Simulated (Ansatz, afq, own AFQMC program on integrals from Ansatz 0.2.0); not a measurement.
# SiClF, singlet: energetics from AFQMC and coupled cluster

```xyz
3

F     0.6377   -1.2391    0.2064
Si   -0.6175   -0.3801   -0.3761
Cl   -0.0312    1.5544    0.1564
```

Geometry: a PBE0/def2-SVP stationary point, not shown to be a minimum. Basis def2-TZVP. Only valence electrons are correlated. Integrals, coupled cluster, full CI and functionals: Ansatz 0.2.0; the random walks run on the same integrals in our own AFQMC program. The CISD trial takes its coefficients from CCSD amplitudes. Released means that phaseless walkers are propagated on without the constraint, phases kept. Error bars are statistical, one sigma.

Best estimates are CCSD(T) at the basis-set limit (def2-TZVPP/QZVPP) plus the step from CCSD(T) to the highest rung at hand in def2-TZVP, named in the table (released AFQMC can keep some 10 meV of bias). Fragments are relaxed and keep their bonds. No zero-point, core-correlation or spin–orbit terms. Other levels are in def2-TZVP; a dash marks a level that is missing or breaks spin symmetry for a member.

Cautions: SiCl (doublet): the released energies are still falling, so no released level is given (meV from the phaseless value at times in 1/Eh: -9 ± 4 at 0.24, -13 ± 3 at 0.51, -20 ± 3 at 0.99, -21 ± 4 at 1.62, -30 ± 5 at 2.40), its ph-AFQMC/CISD value lies 19 ± 5 meV above CCSDT(Q).

```json
{"process": "Si2–F1 → SiCl (doublet) + F (doublet)", "best estimate (kJ/mol)": "627", "highest rung": "CCSDT(Q)"}
{"process": "to free atoms", "best estimate (kJ/mol)": "1056", "highest rung": "CCSDT(Q)"}
```

Errors against the best estimates in kJ/mol, the processes numbered in the order above:

```json
{"level": "MP2", "error, 1": "14", "error, 2": "4"}
{"level": "CCSD(T)", "error, 1": "-23", "error, 2": "-49"}
{"level": "ph-AFQMC/CISD", "error, 1": "-22 ± 0.8", "error, 2": "-48 ± 0.7"}
{"level": "CCSD(T)/CBS", "error, 1": "0", "error, 2": "0"}
{"level": "PBE", "error, 1": "-1", "error, 2": "14"}
{"level": "r2SCAN", "error, 1": "-15", "error, 2": "-11"}
{"level": "PBE0", "error, 1": "-28", "error, 2": "-28"}
{"level": "B3LYP", "error, 1": "-21", "error, 2": "-30"}
{"level": "wB97M-V", "error, 1": "2", "error, 2": "10"}
{"level": "B2PLYP", "error, 1": "-14", "error, 2": "-23"}
```

Cost at the first geometry (cards were shared with other jobs): PBE0/def2-TZVP, 2.4 s on 1 thread of AMD EPYC 7R13 Processor (Zen 3), with other jobs on the host; RCCSD(T)/def2-TZVP, 3.8 s on 1 × NVIDIA H100 80GB HBM3 with 1 thread of AMD EPYC 7R13 Processor (Zen 3), on a shared host; CCSD(T)/def2-QZVPP, 2.1 s on 1 × NVIDIA H100 80GB HBM3 with 1 thread of AMD EPYC 7R13 Processor (Zen 3) (shared host); CCSDT(Q), 19 s on 1 × NVIDIA H100 80GB HBM3 with 1 thread of AMD EPYC 7R13 Processor (Zen 3), on a shared host; ph-AFQMC/CISD with release, 2.2 min on 1 × NVIDIA H100 80GB HBM3 with 2 threads of AMD EPYC 7R13 Processor (Zen 3), with other jobs on the host.

Best estimates are given only where the step beyond CCSD(T) is under 0.3 eV and no member's determinant is very poor (T1 over 0.05, or 0.07 for open shells, ⟨S²⟩ too high by 0.3, two states mixed), so the hardest cases are missing from such tables.

The functionals ran in a triple-zeta set and keep a basis error of their own, a few kJ/mol for each bond in atomization energies and more for double hybrids, so close places among them and the extrapolated levels can swap.

CCSDT and higher add their correlation energy to the determinant of the CCSD(T) run, since their own runs factorise the integrals more tightly (a shift of under 2 meV). Each member of a difference takes its own highest rung, so a best estimate needn't equal the limit plus the step of one row. A walk keeps the symmetry of its determinant, which the program's search chose and which needn't be the lowest solution, so a lower state of the same spin and another symmetry isn't excluded.
